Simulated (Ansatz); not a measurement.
# C₃H₃F₃: up Jacob's ladder to CCSD(T)

Aim: compute C₃H₃F₃ with functionals from several rungs and with coupled cluster, and see how far each lands from CCSD(T) at the basis-set limit for the atomisation energy.

The runs use Ansatz 0.2.0, Gaussian basis; functionals in def2-TZVPP, the program's frozen cores in correlated methods.

The runs, in order: LDA (SPW92), PBE-D4, revPBE-D4, BLYP-D4, r2SCAN-D4, B97M-V, PBE0-D4, B3LYP-D4, r2SCANh-D4, r2SCAN0-D4, HSE06-D4, BHLYP-D4, CAM-B3LYP-D4, LC-ωPBE, ωB97X-V, ωB97M-V, B2PLYP, PBE-QIDH; CCSD(T)/def2-SVP; CCSD(T)/def2-TZVPP; MP2/def2-QZVPP; extrapolation to the limit; RPA on PBE.

### 1 The relaxed structure

The geometry comes from an earlier relaxation with PBE0-D4 in a triple-zeta def2 set; it is a stationary point, not always the lowest conformer.

SMILES `CC(F)=C(F)F`, 9 atoms, charge 0, spin multiplicity 1.

Atoms are counted from 1 here; the program's logs count them from 0.

Bond lengths: C1–C2 1.476 Å, C1–H7 1.093 Å, C1–H8 1.093 Å, C1–H9 1.089 Å, C2–F3 1.343 Å, C2–C4 1.323 Å, C4–F5 1.311 Å, C4–F6 1.317 Å. Angles: C2–C1–H7 110.4°, C2–C1–H8 110.4°, C2–C1–H9 110.6°, H7–C1–H8 107.9°, H7–C1–H9 108.7°, H8–C1–H9 108.7°, C1–C2–F3 115.6°, C1–C2–C4 126.9°, F3–C2–C4 117.6°, C2–C4–F5 124.8°, C2–C4–F6 123.6°, F5–C4–F6 111.5°.

### 2 LDA

This LDA is Slater exchange with PW92 correlation.

Contents of in.yaml:

```yaml
crystal:
  periodic: [false, false, false]
  atoms:
    - {symbol: C, position_ang: [-0.168240, -0.928920, 0.696475]}
    - {symbol: C, position_ang: [0.337484, -0.050488, -0.376227]}
    - {symbol: F, position_ang: [1.248177, -0.601405, -1.194849]}
    - {symbol: C, position_ang: [-0.012628, 1.204488, -0.605924]}
    - {symbol: F, position_ang: [0.463754, 1.949977, -1.573734]}
    - {symbol: F, position_ang: [-0.893032, 1.860647, 0.121300]}
    - {symbol: H, position_ang: [0.653693, -1.259902, 1.337170]}
    - {symbol: H, position_ang: [-0.641345, -1.817590, 0.269813]}
    - {symbol: H, position_ang: [-0.899362, -0.403208, 1.308877]}
basis:
  gaussian: {orbitals: def2-TZVPP}
hamiltonian: {xc: lda}
output: {orbitals: {seedname: orbitals}}
```

The run is started by

```bash
ansatz run in.yaml --threads 4 --pin off --events-out ev --progress --plain --max-ram 10444MiB
```

The runs that follow: PBE-D4 (GGA); revPBE-D4 (GGA); BLYP-D4 (GGA); r2SCAN-D4 (meta-GGA); B97M-V (meta-GGA); B3LYP-D4 (hybrid); r2SCANh-D4 (hybrid); r2SCAN0-D4 (hybrid); HSE06-D4 (hybrid); BHLYP-D4 (hybrid); CAM-B3LYP-D4 (range-separated); LC-ωPBE (range-separated); ωB97X-V (range-separated); ωB97M-V (range-separated); B2PLYP (double hybrid); PBE-QIDH (double hybrid); CCSD(T) in def2-SVP; CCSD(T) in def2-TZVPP; MP2 in def2-QZVPP; RPA on PBE orbitals.

Before running them: what should the planned runs give, taken together? Wanted: atomisation energy, CCSD(T)/CBS; farthest beyond LDA; mean size of error, GGA; mean size of error, meta-GGA; mean size of error, hybrid; mean size of error, range-separated; mean size of error, double hybrid; gap, smallest and largest; T1 diagnostic.

**Answer**, as computed:

```
                               quantity                                      value
        atomisation energy, CCSD(T)/CBS                              3694.1 kJ/mol
 functionals within 18.5 kJ/mol (0.5 %)    B3LYP-D4, r2SCANh-D4, ωB97X-V, PBE-QIDH
                    farthest beyond LDA                     PBE-D4 (+179.9 kJ/mol)
                mean size of error, GGA                                87.7 kJ/mol
           mean size of error, meta-GGA                                29.6 kJ/mol
             mean size of error, hybrid                                57.4 kJ/mol
    mean size of error, range-separated                                30.8 kJ/mol
      mean size of error, double hybrid                                15.8 kJ/mol
              gap, smallest and largest  5.54 eV (LDA (SPW92)), 13.10 eV (LC-ωPBE)
                          T1 diagnostic                                     0.0120
triples share of the correlation energy                                      3.5 %
```

**Reading.** The LDA atomisation energy is off by 738.6 kJ/mol (20 %): it overbinds. PBE-D4 misses by +179.9 kJ/mol. Double hybrids carry the basis error of their MP2 part in triple zeta, and no dispersion term here, so their miss is partly the set-up's. Taken by rung, double hybrid functionals do best (15.8 kJ/mol on average) and GGA ones worst beyond LDA (87.7 kJ/mol). The reference freezes the cores and leaves out relativity and excitations past (T), so misses under about 18.5 kJ/mol can't be ranked. Hartree-Fock recovers 70 % of the binding; the rest is correlation. CCSD(T) in def2-SVP is off by -160.8 kJ/mol, so the small basis spoils what the method gains. The gap grows from 5.5 to 13.1 eV across the functionals, mostly with the share of exact exchange.
